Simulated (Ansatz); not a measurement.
in.yaml

```yaml
crystal:
  periodic: [false, false, false]
  atoms:
    - {symbol: Ge, position_ang: [0.000000, -0.023941, 0.613820]}
    - {symbol: Na, position_ang: [0.000000, 0.013947, -1.962701]}
    - {symbol: H, position_ang: [0.000000, 1.407243, 0.529950]}
basis:
  gaussian: {orbitals: cc-pVDZ}
correlation: {method: fci, electrons: outside_noble_gas}
```

```sh
$ ansatz run in.yaml --threads 1 --pin off --events-out ev --progress --plain --max-ram 2393MiB
```

Log:

```
967 factors; integrals over basis functions are off by at most 1.8e-7 eV
mean field evaluation 1: about -60890.7192 eV, gradient 5.6e0 eV
mean field evaluation 2: about -60890.7299 eV, gradient 5.6e0 eV
mean field evaluation 4: about -60890.9119 eV, gradient 4.4e-1 eV
mean field evaluation 8: about -60890.9138 eV, gradient 6.3e-4 eV
mean field evaluation 16: about -60889.6728 eV, gradient 1.6e-3 eV
mean field evaluation 32: about -60890.9143 eV, gradient 4.1e-1 eV
mean field -60890.91381051 eV, -2237.6998091925 hartree, gradient 2.7e-6 eV, S^2 0.000000; 6 other end points of the search recorded, 0 dependent functions left out; unrestricted orbitals would lower it
mean field evaluation 64: about -60891.4979 eV, gradient 7.1e-2 eV
determinant -60890.91381051 eV, -2237.6998091925 hartree, with singles and doubles -60893.90371030 eV, -2237.8096859832 hartree
determinant -60889.67278845 eV, -2237.6542024730 hartree, with singles and doubles -60892.67285303 eV, -2237.7644528127 hartree
19 core orbitals not correlated: weight in the atoms' cores, before any rotation towards them, 0.999 or more for the frozen orbitals, at most 0.000 for the correlated occupied ones
reference -60890.91381051 eV, -2237.6998091925 hartree; 3, 3 occupied and 28, 28 virtual orbitals, 967 factors
state -60894.01885675 eV, -2237.8139175373 hartree
Total energy: -60894.01885675 eV, -2237.8139175373 hartree
```

Natural occupations: 1.9588 1.9192 1.8078 0.1333 0.0582 0.0304 0.0202 0.0190 0.0102 0.0096 0.0090 0.0059 0.0045 0.0034 0.0029 0.0020 0.0015 0.0012 0.0010 0.0005 0.0004 0.0003 0.0003 0.0001.

Ran on 1 thread of Arm Neoverse V1, shared host: 72 s wall, 0.97 GiB peak host memory.
